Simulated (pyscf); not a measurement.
PySCF, gas phase, ωB97X-D3(BJ)/def2-SVP geometries.

Problem. For H₂Ga–AsH₂ (SMILES [GaH2][AsH2]) → HGa=AsH (SMILES [GaH]=[AsH]) + H₂ (SMILES [H][H]), an elimination (singlet surface; As–H, Ga–H broken, H–H formed), PBE/def2-TZVP gives ΔE‡ = 42.2 kcal/mol and ΔE = +21.7 kcal/mol (zero: the reactant's lowest minimum found). In which direction and how far do r²SCAN/def2-TZVP, PBE0-D3(BJ)/def2-TZVP, ωB97M-D3(BJ)/def2-TZVP move these?

Solution. r²SCAN: ΔE‡ = 45.8 kcal/mol, ΔE = +24.6 kcal/mol; PBE0-D3(BJ): ΔE‡ = 47.9 kcal/mol, ΔE = +26.2 kcal/mol; ωB97M-D3(BJ): ΔE‡ = 53.2 kcal/mol, ΔE = +26.7 kcal/mol. PBE's barrier lies under all of them, by 3.7 to 11.0 kcal/mol. Its reaction energy lies under all of them, by 2.9 to 5.0 kcal/mol. At the saddle there is also a short Ga–H contact that neither side keeps. HGa=AsH lies 12.3 kcal/mol over its isomer Ga–AsH₂ [singlet] (electronic energy, ωB97M-D3(BJ)/def2-TZVP). This is the saddle that the search found; another between the same sides may lie lower. Elements up to Kr have no core potential and no relativistic terms here.
